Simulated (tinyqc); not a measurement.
Inside a calculation (part 2 of 2). Method: LCCD on RHF in the sto-3g basis, frozen core, for CH3+, spin multiplicity 1. Computed by tinyqc, a small Python program that keeps every step (integrals from PySCF). Command: `OMP_NUM_THREADS=1 python tinyqc.py 29226 29227 out.jsonl` (the two numbers bound the seeds that draw the settings). One thread of a shared host (Intel(R) Xeon(R) Processor @ 2.60GHz), about 0.09 s of CPU time with the checks.

Geometry (angstrom):
```
atom        x        y       z
C      0.0000   0.0000  0.0110
H      1.2230   0.0000  0.0000
H     -0.6120   1.0590  0.0000
H     -0.6120  -1.0590  0.0000
```

## Integrals over molecular orbitals

coefficients C, order 1C 1s, 1C 2s, 1C 2px, 1C 2py, 1C 2pz, 2H 1s, 3H 1s, 4H 1s:
$$\begin{pmatrix}
0.9933 & -0.2342 & 0.0000 & 0.0000 & -0.0032 & -0.2038 & 0.0000 & 0.0001 \\
0.0290 & 0.7682 & 0.0001 & 0.0000 & 0.0157 & 1.1490 & 0.0000 & -0.0006 \\
0.0000 & 0.0000 & 0.6385 & 0.0000 & 0.0000 & 0.0004 & 0.0000 & 1.0018 \\
0.0000 & 0.0000 & 0.0000 & 0.6385 & 0.0000 & 0.0000 & 1.0015 & 0.0000 \\
0.0000 & -0.0021 & 0.0000 & 0.0000 & 0.9999 & -0.0186 & 0.0000 & 0.0000 \\
-0.0052 & 0.1780 & 0.4286 & 0.0000 & -0.0067 & -0.6868 & 0.0000 & -0.9265 \\
-0.0052 & 0.1780 & -0.2143 & 0.3713 & -0.0067 & -0.6859 & -0.8025 & 0.4638 \\
-0.0052 & 0.1780 & -0.2143 & -0.3713 & -0.0067 & -0.6859 & 0.8025 & 0.4638
\end{pmatrix}$$

core Hamiltonian H = T + V (hartree), order 1C 1s, 1C 2s, 1C 2px, 1C 2py, 1C 2pz, 2H 1s, 3H 1s, 4H 1s:
$$\begin{pmatrix}
-19.0595 & -4.6005 & 0.0000 & 0.0000 & 0.0004 & -0.8547 & -0.8544 & -0.8544 \\
-4.6005 & -5.9957 & 0.0001 & 0.0000 & 0.0039 & -2.1414 & -2.1411 & -2.1411 \\
0.0000 & 0.0001 & -4.9982 & 0.0000 & 0.0000 & -1.8571 & 0.9291 & 0.9291 \\
0.0000 & 0.0000 & 0.0000 & -4.9981 & 0.0000 & 0.0000 & -1.6077 & 1.6077 \\
0.0004 & 0.0039 & 0.0000 & 0.0000 & -4.8473 & 0.0175 & 0.0175 & 0.0175 \\
-0.8547 & -2.1414 & -1.8571 & 0.0000 & 0.0175 & -3.5290 & -0.4816 & -0.4816 \\
-0.8544 & -2.1411 & 0.9291 & -1.6077 & 0.0175 & -0.4816 & -3.5289 & -0.4820 \\
-0.8544 & -2.1411 & 0.9291 & 1.6077 & 0.0175 & -0.4816 & -0.4820 & -3.5289
\end{pmatrix}$$

Given earlier and not repeated: Two-electron integrals (ij|kl) in chemists' order.

(pq|rs) = sum C_ip C_jq C_kr C_ls (ij|kl), one index at a time.

one-electron integrals over orbitals h = C^T H C (hartree):
$$\begin{pmatrix}
-19.0452 & 0.3702 & 0.0000 & 0.0000 & 0.0054 & 0.2976 & 0.0000 & -0.0001 \\
0.3702 & -4.8984 & 0.0000 & 0.0000 & -0.0069 & -0.8443 & 0.0000 & 0.0005 \\
0.0000 & 0.0000 & -4.4023 & 0.0000 & 0.0000 & -0.0004 & 0.0000 & -0.9285 \\
0.0000 & 0.0000 & 0.0000 & -4.4022 & 0.0000 & 0.0000 & -0.9283 & 0.0000 \\
0.0054 & -0.0069 & 0.0000 & 0.0000 & -4.8470 & 0.0173 & 0.0000 & 0.0000 \\
0.2976 & -0.8443 & -0.0004 & 0.0000 & 0.0173 & -3.4868 & 0.0000 & -0.0001 \\
0.0000 & 0.0000 & 0.0000 & -0.9283 & 0.0000 & 0.0000 & -3.7691 & 0.0000 \\
-0.0001 & 0.0005 & -0.9285 & 0.0000 & 0.0000 & -0.0001 & 0.0000 & -3.7691
\end{pmatrix}$$

Two-electron integrals over orbitals (pq|rs), unique and non-zero (hartree); the lowest 1 orbital is frozen and left out:
```
(22|22) 0.5186      (32|22) -7.79e-06   (32|32) 0.1156      (33|22) 0.4932
(33|32) 0.0439      (33|33) 0.5245      (42|42) 0.1156      (43|42) -0.0439
(43|43) 0.0408      (44|22) 0.4932      (44|32) -0.0439     (44|33) 0.4429
(44|44) 0.5245      (52|22) 1.36e-04    (52|32) -6.41e-08   (52|33) 2.15e-04
(52|44) 2.16e-04    (52|52) 0.1011      (53|22) -3.34e-08   (53|32) -2.80e-04
(53|33) -4.18e-04   (53|44) 4.18e-04    (53|52) 7.45e-06    (53|53) 0.0230
(54|42) -2.80e-04   (54|43) 4.18e-04    (54|54) 0.0230      (55|22) 0.5545
(55|32) 1.01e-05    (55|33) 0.4994      (55|44) 0.4993      (55|52) 0.0036
(55|53) 3.59e-07    (55|55) 0.6728      (62|22) 0.0852      (62|32) 6.73e-06
(62|33) 0.0561      (62|44) 0.0561      (62|52) -0.0005     (62|53) 4.11e-07
(62|55) 0.1343      (62|62) 0.0714      (63|22) 3.58e-05    (63|32) -0.0268
(63|33) -0.0334     (63|44) 0.0334      (63|52) 6.81e-07    (63|53) 0.0005
(63|55) 5.68e-05    (63|62) 6.12e-05    (63|63) 0.0601      (64|42) -0.0268
(64|43) 0.0334      (64|54) 0.0005      (64|64) 0.0600      (65|22) -0.0021
(65|32) 8.18e-07    (65|33) -0.0011     (65|44) -0.0011     (65|52) 0.0679
(65|53) 1.31e-05    (65|55) -0.0015     (65|62) -0.0024     (65|63) -1.33e-06
(65|65) 0.0499      (66|22) 0.4437      (66|32) 1.05e-04    (66|33) 0.4422
(66|44) 0.4421      (66|52) -0.0023     (66|53) -1.27e-06   (66|55) 0.4514
(66|62) 0.0258      (66|63) -6.45e-05   (66|65) -0.0021     (66|66) 0.4386
(72|42) 0.0219      (72|43) 0.0171      (72|54) 0.0007      (72|64) 0.0428
(72|72) 0.0489      (73|42) 0.0434      (73|43) -0.0143     (73|54) -4.02e-04
(73|64) -0.0297     (73|72) -0.0061     (73|73) 0.0348      (74|22) 0.0963
(74|32) 0.0434      (74|33) 0.0838      (74|44) 0.0551      (74|52) 0.0014
(74|53) -4.02e-04   (74|55) 0.1344      (74|62) 0.0766      (74|63) -0.0298
(74|65) -0.0012     (74|66) 0.0263      (74|74) 0.1228      (75|42) 0.0016
(75|43) -0.0007     (75|54) 0.0185      (75|64) -0.0008     (75|72) 1.79e-04
(75|73) 0.0007      (75|75) 0.0185      (76|42) 0.1048      (76|43) -0.0517
(76|54) -0.0009     (76|64) -0.0554     (76|72) -0.0066     (76|73) 0.0551
(76|75) 0.0016      (76|76) 0.1263      (77|22) 0.4813      (77|32) -0.0319
(77|33) 0.4384      (77|44) 0.5108      (77|52) 4.17e-04    (77|53) 0.0006
(77|55) 0.4909      (77|62) 0.0515      (77|63) 0.0435      (77|65) -0.0007
(77|66) 0.4509      (77|74) 0.0439      (77|77) 0.5248      (82|22) -6.12e-05
(82|32) 0.0219      (82|33) -0.0172     (82|44) 0.0171      (82|52) 1.13e-07
(82|53) 0.0007      (82|55) -7.92e-05   (82|62) -1.32e-05   (82|63) 0.0428
(82|65) 1.00e-06    (82|66) -4.17e-05   (82|74) -0.0061     (82|77) 0.0277
(82|82) 0.0489      (83|22) 0.0963      (83|32) -0.0434     (83|33) 0.0552
(83|44) 0.0838      (83|52) 0.0014      (83|53) 4.02e-04    (83|55) 0.1344
(83|62) 0.0766      (83|63) 0.0298      (83|65) -0.0012     (83|66) 0.0262
(83|74) 0.0558      (83|77) 0.0791      (83|82) 0.0060      (83|83) 0.1227
(84|42) 0.0434      (84|43) -0.0143     (84|54) -4.02e-04   (84|64) -0.0298
(84|72) -0.0061     (84|73) 0.0323      (84|75) 0.0007      (84|76) 0.0551
(84|84) 0.0348      (85|22) 7.14e-07    (85|32) 0.0016      (85|33) 0.0007
(85|44) -0.0007     (85|52) -3.41e-05   (85|53) 0.0185      (85|55) 4.21e-07
(85|62) 9.19e-07    (85|63) -0.0009     (85|65) -1.64e-05   (85|66) 2.72e-06
(85|74) 0.0007      (85|77) -0.0006     (85|82) 1.79e-04    (85|83) -0.0007
(85|85) 0.0185      (86|22) 8.44e-06    (86|32) 0.1049      (86|33) 0.0518
(86|44) -0.0518     (86|52) 9.19e-07    (86|53) -0.0009     (86|55) 1.52e-05
(86|62) -6.05e-06   (86|63) -0.0556     (86|65) 1.74e-06    (86|66) 1.42e-04
(86|74) 0.0552      (86|77) -0.0527     (86|82) -0.0066     (86|83) -0.0551
(86|85) 0.0016      (86|86) 0.1264      (87|42) -0.0319     (87|43) 0.0362
(87|54) 0.0006      (87|64) 0.0435      (87|72) 0.0278      (87|73) -0.0176
(87|75) -0.0006     (87|76) -0.0528     (87|84) -0.0177     (87|87) 0.0431
(88|22) 0.4813      (88|32) 0.0318      (88|33) 0.5108      (88|44) 0.4385
(88|52) 4.17e-04    (88|53) -0.0006     (88|55) 0.4910      (88|62) 0.0515
(88|63) -0.0434     (88|65) -0.0007     (88|66) 0.4511      (88|74) 0.0791
(88|77) 0.4388      (88|82) -0.0278     (88|83) 0.0440      (88|85) 0.0006
(88|86) 0.0526      (88|88) 0.5247
```

## LCCD: starting amplitudes

orbital energies (hartree): MO1 -11.5613, MO2 -1.2097, MO3 -0.8882, MO4 -0.8880, MO5 -0.2053, MO6 0.1126, MO7 0.2260, MO8 0.2264

t_ij^ab = <ij||ab> / (e_i + e_j - e_a - e_b), whose energy is MP2.

Starting amplitudes (spin orbitals 1a, 1b, ...; amplitudes related by a flip of all spins are not repeated; the 24 largest):
```
from      to        t
4a 4b  7a 7b  -0.0551
3a 3b  8a 8b  -0.0550
2a 2b  5a 5b  -0.0503
2a 4b  6a 7b  -0.0314
2a 3b  6a 8b  -0.0314
3a 3b  6a 6b  -0.0300
4a 4b  6a 6b  -0.0300
2a 2b  6a 6b  -0.0270
3a 4b  7b 8a   0.0250
2a 4b  6b 7a   0.0176
2a 3b  6b 8a   0.0176
2a 2b  7a 7b  -0.0170
2a 2b  8a 8b  -0.0170
4a 4b  5a 5b  -0.0168
3a 3b  5a 5b  -0.0168
4a 4b  8a 8b  -0.0156
3a 3b  7a 7b  -0.0156
3a 4b  7a 8b  -0.0145
3a 3b  6a 8b  -0.0141
4a 4b  6a 8b   0.0141
3a 4b  6a 7b   0.0141
3a 4b  6b 7a  -0.0141
2a 3a  6a 8a  -0.0138
2a 4a  6a 7a  -0.0138
```

correlation energy = -0.049846 hartree

## LCCD: amplitude update 1

t_ij^ab D_ij^ab are set to the remaining terms of the spin-orbital equations, evaluated with the old amplitudes; for the doubles these are <ij||ab> + 1/2 <ab||ef> t_ij^ef + 1/2 <mn||ij> t_mn^ab + P(ij)P(ab) <mb||ej> t_im^ae, D the orbital-energy denominators (linear CCD).

Amplitudes after update 1 (spin orbitals 1a, 1b, ...; amplitudes related by a flip of all spins are not repeated; the 24 largest):
```
from      to        t
4a 4b  7a 7b  -0.0716
3a 3b  8a 8b  -0.0715
2a 2b  5a 5b  -0.0680
2a 4b  6a 7b  -0.0403
2a 3b  6a 8b  -0.0403
3a 3b  6a 6b  -0.0403
4a 4b  6a 6b  -0.0402
2a 2b  6a 6b  -0.0312
3a 4b  7b 8a   0.0310
2a 4b  6b 7a   0.0264
2a 3b  6b 8a   0.0264
3a 4b  7a 8b  -0.0224
2a 2b  7a 7b  -0.0207
2a 2b  8a 8b  -0.0207
3a 3b  6a 8b  -0.0198
4a 4b  6a 8b   0.0198
3a 4b  6a 7b   0.0198
3a 4b  6b 7a  -0.0198
4a 4b  5a 5b  -0.0193
3a 3b  5a 5b  -0.0193
4a 4b  8a 8b  -0.0182
3a 3b  7a 7b  -0.0182
2a 3a  6a 8a  -0.0140
2a 4a  6a 7a  -0.0140
```

correlation energy = -0.064678 hartree

## LCCD: convergence

E_corr = 1/4 sum <ij||ab> t_ij^ab; stop when the norm of the change is below 1e-8.

Course of the amplitude iterations:
```
update  correlation energy (hartree)  norm of the change
0                          -0.049846                   -
1                          -0.064678            9.52e-02
2                          -0.069737            3.66e-02
3                          -0.072877            1.55e-02
4                          -0.072901            2.73e-03
5                          -0.072911            5.26e-04
6                          -0.072911            9.05e-05
7                          -0.072910            3.85e-05
8                          -0.072910            5.62e-06
9                          -0.072910            1.18e-06
10                         -0.072910            4.73e-07
11                         -0.072910            1.16e-07
12                         -0.072910            2.97e-08
13                         -0.072910            1.28e-08
14                         -0.072910            2.38e-09
```

Converged amplitudes (spin orbitals 1a, 1b, ...; amplitudes related by a flip of all spins are not repeated; the 24 largest):
```
from      to        t
4a 4b  7a 7b  -0.0822
3a 3b  8a 8b  -0.0821
2a 2b  5a 5b  -0.0804
3a 3b  6a 6b  -0.0471
4a 4b  6a 6b  -0.0471
2a 3b  6a 8b  -0.0445
2a 4b  6a 7b  -0.0445
3a 4b  7b 8a   0.0340
2a 2b  6a 6b  -0.0336
2a 4b  6b 7a   0.0328
2a 3b  6b 8a   0.0328
3a 4b  7a 8b  -0.0299
3a 3b  6a 8b  -0.0229
4a 4b  6a 8b   0.0229
3a 4b  6a 7b   0.0229
3a 4b  6b 7a  -0.0229
2a 2b  7a 7b  -0.0222
2a 2b  8a 8b  -0.0222
4a 4b  8a 8b  -0.0182
3a 3b  7a 7b  -0.0182
4a 4b  5a 5b  -0.0145
3a 3b  5a 5b  -0.0145
2a 3a  6a 8a  -0.0117
2a 4a  6a 7a  -0.0116
```

LCCD total energy = -38.831206 hartree

Converged in 14 updates, with DIIS from the third.
